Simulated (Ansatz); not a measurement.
Two isomers of C4H5Cl: A = `ClC1C=CC1`, B = `ClC1=CCC1`.

Computed with Ansatz on PBE0-D4/def2-TZVP structures; ΔE is electronic, products minus reactants. CBS: MP2 limit from def2 TZ/QZ plus the TZ coupled-cluster correction, frozen cores. Functionals use def2-TZVPP. B3LYP here is the variant with VWN-RPA as its local correlation; programs differ in this.

A:

```xyz
10

Cl    2.066   -0.732    1.039
C     0.339   -0.589    0.605
C    -0.299    0.749    0.818
C    -0.637    0.881   -0.466
C     0.028   -0.400   -0.904
H    -0.161   -1.436    1.073
H    -0.445    1.342    1.711
H    -1.207    1.624   -1.011
H     0.926   -0.274   -1.511
H    -0.609   -1.166   -1.354
```

B:

```xyz
10

Cl    1.7363    2.0878   -0.4333
C     0.7382    0.7422   -0.1062
C     0.9152   -0.3898    0.5723
C    -0.4877   -0.8627    0.2706
C    -0.6762    0.4678   -0.5198
H     1.7401   -0.8148    1.1276
H    -0.5582   -1.7640   -0.3432
H    -1.1447   -0.9669    1.1376
H    -0.8371    0.3515   -1.5937
H    -1.4260    1.1489   -0.1120
```

Which is lower in electronic energy at CCSD(T)/CBS, and by how much? (Best estimate.)

The calculation gave: B, by 5.8 kJ/mol.

Give E(B) − E(A) in kJ/mol with r2SCAN-D4, MP2/def2-TZVPP, PBE-D4, ωB97M-V, B3LYP-D4, CCSD(T)/def2-TZVPP, BLYP-D4. (An estimate is asked.)

Ansatz gave: r2SCAN-D4 -13.2, MP2/def2-TZVPP -10.8, PBE-D4 -14.4, ωB97M-V -7.0, B3LYP-D4 -9.4, CCSD(T)/def2-TZVPP -7.9, BLYP-D4 -10.6. None reverses the order clearly.

Does the order hold for the free energy at 298.15 K (harmonic terms from PBE0-D4)? (Best estimate.)

The calculation gave: Yes: G(B) − G(A) = -5.7 kJ/mol.

Largest T1 diagnostic: 0.010.

At CCSD(T), def2-SVP lies −4.5 kJ/mol from the extrapolated value and def2-TZVPP −2.2 kJ/mol. In def2-TZVPP, CCSD(T) changes the Hartree–Fock value by −6.1 kJ/mol (the triples alone add −0.9 kJ/mol) and MP2 by −9.1 kJ/mol.
